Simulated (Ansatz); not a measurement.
**C2H3FS: how energies converge with the basis set**

How large a basis does C2H3FS need? Two functionals are run in growing sets.

Computed with Ansatz 0.2.0, Gaussian basis. Level: one geometry, several basis sets.

Plan: PBE0-D4/def2-SVP; ωB97M-V/def2-SVP; PBE0-D4/def2-QZVPP; ωB97M-V/def2-QZVPP; the functionals' def2-TZVPP values are taken from earlier runs.

## Step 1: Structure used throughout

All runs share one geometry, relaxed beforehand with PBE0-D4 in a triple-zeta def2 set.

SMILES `F/C=C\S`, 7 atoms, charge 0, spin multiplicity 1.

Atoms are counted from 1 here; the program's logs count them from 0.

Bond lengths: F1–C2 1.340 Å, C2–C3 1.323 Å, C2–H5 1.082 Å, C3–S4 1.741 Å, C3–H6 1.082 Å, S4–H7 1.342 Å. Angles: F1–C2–C3 122.0°, F1–C2–H5 113.2°, C3–C2–H5 124.9°, C2–C3–S4 127.4°, C2–C3–H6 118.0°, S4–C3–H6 114.5°, C3–S4–H7 96.5°.

## Step 2: PBE0-D4 in def2-SVP

Contents of in.yaml:

```yaml
crystal:
  periodic: [false, false, false]
  atoms:
    - {symbol: F, position_ang: [-0.749918, -1.013910, -1.105440]}
    - {symbol: C, position_ang: [-0.571922, -0.684175, 0.181148]}
    - {symbol: C, position_ang: [0.228844, 0.303072, 0.546746]}
    - {symbol: S, position_ang: [1.175589, 1.336071, -0.486561]}
    - {symbol: H, position_ang: [-1.142726, -1.301886, 0.861570]}
    - {symbol: H, position_ang: [0.325328, 0.514844, 1.603804]}
    - {symbol: H, position_ang: [0.796006, 0.778083, -1.646868]}
basis:
  gaussian: {orbitals: def2-SVP}
hamiltonian: {xc: pbe0, dispersion: d4}
output: {orbitals: {seedname: orbitals}}
```

The run is started by

```
ansatz run in.yaml --threads 2 --pin off --events-out ev --progress --plain --max-ram 4352MiB
```

After this run come: ωB97M-V in def2-SVP; PBE0-D4 in def2-QZVPP; ωB97M-V in def2-QZVPP.

**Question.** What will the summary of the whole plan be? Wanted: PBE0-D4: double and triple zeta above quadruple; ωB97M-V: double and triple zeta above quadruple.

The runs gave:

| quantity | value |
| --- | --- |
| PBE0-D4: double and triple zeta above quadruple | 10.09, 0.59 eV |
| ωB97M-V: double and triple zeta above quadruple | 10.22, 0.56 eV |

**Reading.** For PBE0-D4 the step from double to triple zeta gains 9.50 eV and the next only 0.59 eV. These are total energies; as a rule much of such shifts cancels in differences, which this series doesn't test. The LUMO of ωB97M-V is positive and keeps falling with the basis (2.74 to 1.97 eV): an unbound level that the basis holds in place.
